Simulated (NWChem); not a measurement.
System: butadiene (C4H6); SMILES C=CC=C

```xyz
10

C     -0.1193     1.8469     0.0000
C      0.3964     0.6098     0.0000
C     -0.3964    -0.6098     0.0000
C      0.1193    -1.8469     0.0000
H     -1.2017     2.0112     0.0000
H      0.5189     2.7336     0.0000
H      1.4860     0.4825     0.0000
H     -1.4860    -0.4825     0.0000
H     -0.5189    -2.7336     0.0000
H      1.2017    -2.0112     0.0000
```
Atoms are numbered in this order, from 1.

All runs: NWChem. Structure relaxed at the PBE0/def2-SVP level. Isolated, static molecule.

GIAO at PBE0/pcSseg-1: principal shieldings of C2 are -76.7, 44.8, 146.2 ppm; an isolated tetramethylsilane molecule has σ = 184.4 ppm at the same levels.

Question: Find the isotropic 13C shift, its principal values, the span and the skew.

Answer: 
1. σ(iso) = one third of the sum = 38.1 ppm.
2. δ = σ(reference) − σ = 146.3 ppm against tetramethylsilane.
3. δ11, δ22, δ33 = 261.1, 139.6, 38.2 ppm.
4. Span Ω = δ11 − δ33 = 222.9 ppm; skew κ = 3(δ22 − δ(iso))/Ω = -0.09.
